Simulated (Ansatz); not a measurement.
**[OH···H···F], doublet: reading a ladder of total energies**

Geometry: a point of a hydrogen-transfer path between rigid fragments, not a stationary point.

```xyz
4

O    -1.0949   -0.0252    0.0000
H    -1.3442    0.9013    0.0000
H    -0.0689   -0.0252    0.0000
F     0.9971   -0.0252    0.0000
```

Basis cc-pVDZ; Ansatz 0.2.0. Only valence electrons are correlated (noble-gas cores frozen), which leaves 15 electrons in 36 orbitals. Prefix R: restricted or restricted open-shell reference; prefix U: unrestricted.

Full CI isn't at hand for all of this; UCCSDT(Q) serves as the reference, and is uncertain by about the last step of the cluster series.

The cluster runs stand on a determinant 0.13 eV above the lowest UHF solution, chosen by trial CCSD; the correlation energy below is counted from it.

Runs differ by some tens of microhartree through their thresholds and, for an open shell, their frozen cores, so steps under 0.03 kcal/mol mean nothing.

| level | total energy (hartree) |
| --- | --- |
| UHF determinant under the cluster runs | -175.346099 |
| UMP2 | -175.721480 |
| UCCSD | -175.739677 |
| UCCSD(T) | -175.745909 |
| UCCSDT | -175.746295 |
| UCCSDT(Q) | -175.747266 |

Task: What is the correlation energy at UCCSDT(Q), and what share of it do UMP2 and UCCSD(T) recover?

Result: E(corr) = -175.747266 − (-175.346099) = -0.401167 hartree = -10.916 eV. UMP2: -0.375381 / -0.401167 = 93.57 %. UCCSD(T): -0.399810 / -0.401167 = 99.66 %.

Task: By how many kcal/mol does UCCSD(T) miss UCCSDT(Q) (1 hartree = 627.509 kcal/mol), and which steps make up the rest?

Result: -175.745909 − (-175.747266) = 0.001357 hartree = 0.85 kcal/mol. Steps: UCCSDT − UCCSD(T) = -0.24, UCCSDT(Q) − UCCSDT = -0.61 kcal/mol. Differences between like states or geometries often cancel part of this.
